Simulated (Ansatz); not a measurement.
Compare A (`O=CC(O)F`) with its isomer B (`O=COCF`).

Program: Ansatz. Geometries: PBE0-D4/def2-TZVP. ΔE: electronic, gas phase. CCSD(T)/CBS adds triple-zeta CCSD(T) − MP2 to the extrapolated MP2 energy (def2 sets, frozen cores). This one scheme is used for every species. Functionals use def2-TZVPP. Each species was taken in one conformer, which may not be the lowest.

(1) Which is lower in electronic energy at CCSD(T)/CBS, and by how much? (Best estimate.)

(2) Give E(B) − E(A) in kcal/mol with ωB97M-V, CCSD/def2-TZVPP, B2PLYP, CCSD(T)/def2-TZVPP, r2SCAN-D4, MP2/def2-TZVPP, HF/def2-TZVPP. (An estimate is asked.)

Largest T1 diagnostic: 0.015.

## Answers

(1) Computed: B, by 7.6 kcal/mol.

(2) Ansatz gave: ωB97M-V -8.0, CCSD/def2-TZVPP -8.1, B2PLYP -9.2, CCSD(T)/def2-TZVPP -8.2, r2SCAN-D4 -9.5, MP2/def2-TZVPP -8.8, HF/def2-TZVPP -10.4. None reverses the order clearly.

In def2-TZVPP, CCSD(T) changes the Hartree–Fock value by +2.2 kcal/mol (the triples alone add −0.1 kcal/mol) and MP2 by +1.7 kcal/mol.
